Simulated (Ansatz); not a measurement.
Species: C$_{2}$H$_{2}$, charge 1, doublet. C2H2+ (parent SMILES C#C, doublet).
B3LYP-D3(BJ)/def2-TZVP minimum from Ansatz (a quantum-chemistry and plane-wave program):
```xyz
4

C      0.0000     0.0000    -0.6217
C      0.0000     0.0000     0.6217
H      0.0000     0.0000     1.7012
H      0.0000     0.0000    -1.7012
```
Charge +1, spin multiplicity 2.

Total energies in aug-cc-pVTZ, 9 correlated electrons, 2 frozen orbitals. Open shells are spin-unrestricted; no spin-orbit coupling. Cores are frozen in correlated methods. No relativity.

```json
[
 {"method": "HF", "program": "Ansatz", "energy (Eh)": "-76.49066", "minus CCSDT(Q) (mEh)": "286.76"},
 {"method": "MP2", "program": "Ansatz", "energy (Eh)": "-76.74110", "minus CCSDT(Q) (mEh)": "36.32"},
 {"method": "CCSD", "program": "Ansatz", "energy (Eh)": "-76.76424", "minus CCSDT(Q) (mEh)": "13.18"},
 {"method": "CCSD(T)", "program": "Ansatz", "energy (Eh)": "-76.77597", "minus CCSDT(Q) (mEh)": "1.45"},
 {"method": "CCSDT(Q)", "program": "Ansatz", "energy (Eh)": "-76.77742", "minus CCSDT(Q) (mEh)": "0.00"}
]
```
